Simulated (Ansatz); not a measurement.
# CF (quartet): B3LYP, r2SCANh over a scan of the distance C1–F2, 6-31G

Aim: run CF (quartet) with these functionals over a scan of the distance C1–F2, and hold them against the top wave-function level at the same points.

Program: Ansatz 0.2.0, Gaussian basis. Level of theory: 6-31G, all electrons in the functionals. These are calculated values, not measurements.

To be run: B3LYP, r2SCANh, at 1.079 Å; 1.181 Å; 1.316 Å; 1.446 Å; 1.625 Å; 1.859 Å; 2.133 Å; 2.464 Å; 2.824 Å; 3.500 Å; 4.396 Å.

18 further runs of the same task are left out: 14 that didn't finish, 4 set aside as unsound or not needed.

## 1. The geometry

The geometry derives from a PBE0/def2-TZVP stationary point (not a proven minimum). One bond is set to the value named and the two fragments are kept rigid.

2 atoms, charge 0, spin multiplicity 4.

Atoms are counted from 1 here; the program's logs count them from 0.

Bond lengths: C1–F2 1.316 Å.

Coordinates:

```xyz
2

C     0.00000    0.00000    0.00000
F     0.00000    0.00000    1.31590
```

No dispersion term is added. B3LYP takes the VWN-RPA correlation.

The geometry shown and the zero of energy belong to the point 1.316 Å. The yardstick, FCI, and other wave-function levels (R restricted, U unrestricted, valence and pair active spaces) come from earlier runs.

## 2. B3LYP, 1.079 Å

Contents of in.yaml:

```yaml
crystal:
  periodic: [false, false, false]
  atoms:
    - {symbol: C, position_ang: [0.000000, 0.000000, 0.000000]}
    - {symbol: F, position_ang: [0.000000, 0.000000, 1.079000]}
basis:
  gaussian: {orbitals: 6-31G}
magnetization: {spin_polarized: true, initial_magnetization: 3}
hamiltonian: {xc: {name: B3LYP}}
```

Run with:

```sh
ansatz run in.yaml --threads 1 --pin off --events-out ev --progress --plain --max-ram 2393MiB
```

After this run come: B3LYP, 1.181 Å; B3LYP, 1.316 Å; B3LYP, 1.446 Å; B3LYP, 1.625 Å; B3LYP, 1.859 Å; B3LYP, 2.133 Å; B3LYP, 2.464 Å; B3LYP, 2.824 Å; B3LYP, 3.500 Å; B3LYP, 4.396 Å; r2SCANh, 1.079 Å; r2SCANh, 1.181 Å; r2SCANh, 1.316 Å; r2SCANh, 1.446 Å; r2SCANh, 1.625 Å; r2SCANh, 1.859 Å; r2SCANh, 2.133 Å; r2SCANh, 2.464 Å; r2SCANh, 2.824 Å; r2SCANh, 3.500 Å; r2SCANh, 4.396 Å.

Q: Predict the results of all the runs planned. Wanted: span of the FCI curve; largest miss, B3LYP; largest miss, r2SCANh.

The runs gave:

```
             quantity                   value
span of the FCI curve            354.5 kJ/mol
  largest miss, B3LYP  -32.9 kJ/mol (1.079 Å)
largest miss, r2SCANh  +59.8 kJ/mol (4.396 Å)
```

Of the functionals, B3LYP keep the smallest largest miss at the points compared (at most 32.9 kJ/mol) and r2SCANh strays most (59.8 kJ/mol, at 4.396 Å). Functionals and the yardstick converge differently with the basis, so part of each miss in 6-31G is the basis.
